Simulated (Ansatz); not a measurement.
C$_{4}$H$_{4}$N$_{2}$ (`c1ccnnc1`), charge 0, multiplicity 1.

(1) Give a relaxed structure at PBE0-D4/def2-TZVP (Ansatz). (Estimate.)

Answers

(1) Ansatz gave: 
Z-matrix (Å, degrees):
```
C
C 1 1.389
C 1 1.375 2 116.8
H 1 1.083 2 120.9 3 -180.0
N 2 1.326 1 123.6 3 -0.0
H 2 1.085 1 121.3 3 -180.0
C 3 1.389 1 116.8 2 0.0
H 3 1.083 1 122.3 2 -180.0
N 5 1.318 2 119.6 1 0.0
H 7 1.085 3 121.3 1 180.0
```
Point group C2v.
This is one stationary point; other conformers may exist.
